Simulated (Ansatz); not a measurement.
Input file:

```yaml
crystal:
  periodic: [false, false, false]
  atoms:
    - {symbol: As, position_ang: [0.000000, 0.000000, 0.000000]}
    - {symbol: H, position_ang: [0.000000, 0.000000, 5.166000]}
basis:
  gaussian: {orbitals: def2-SVP}
magnetization: {spin_polarized: false, initial_magnetization: 2}
correlation: {method: fic_nevpt4_sd, electrons: outside_noble_gas, active_space: {window: {electrons: 2, orbitals: 3}}}
accuracy: high
scf: {lower_state_search: off}
```

```sh
$ ansatz run in.yaml --threads 1 --pin off --events-out ev --progress --plain --max-ram 2393MiB
```

Log:

```
these checks for a lower state are left out or cut short: stability, starts, cluster_reference, orbital_swaps, neighbouring_geometries, increment
515 factors; integrals over basis functions are off by at most 4.3e-9 eV
mean field evaluation 1: about -60792.2991 eV, gradient 1.4e1 eV
mean field evaluation 2: about -60792.3030 eV, gradient 1.4e1 eV
mean field evaluation 4: about -60798.3037 eV, gradient 8.1e0 eV
mean field evaluation 8: about -60799.0810 eV, gradient 1.6e0 eV
mean field evaluation 16: about -60799.0979 eV, gradient 1.3e-5 eV
mean field -60799.09785507 eV, -2234.3256350653 hartree, gradient 1.7e-8 eV, S^2 2.000000; 0 other end points of the search recorded, 0 dependent functions left out
reference -60799.09785507 eV, -2234.3256350653 hartree; 18, 16 occupied and 19, 21 virtual orbitals, 515 factors
state -60799.09840740 eV, -2234.3256553627 hartree
state -60799.09840740 eV, -2234.3256553627 hartree; corrected -60801.36689617 eV, -2234.4090207876 hartree
WARN: 1 active orbitals are nearly empty or full. The corrections depend on them more than the energy does, and are more stable in an active space without them
Total energy: -60801.36689617 eV, -2234.4090207876 hartree
Checks for a lower state left out: stability, starts, cluster_reference, orbital_swaps, neighbouring_geometries, increment
```

Natural occupations: 1.0000 1.0000 0.0000.

Ran on 1 thread of Intel Xeon 6975P-C, shared host: 2.2 s wall, 0.11 GiB peak host memory.
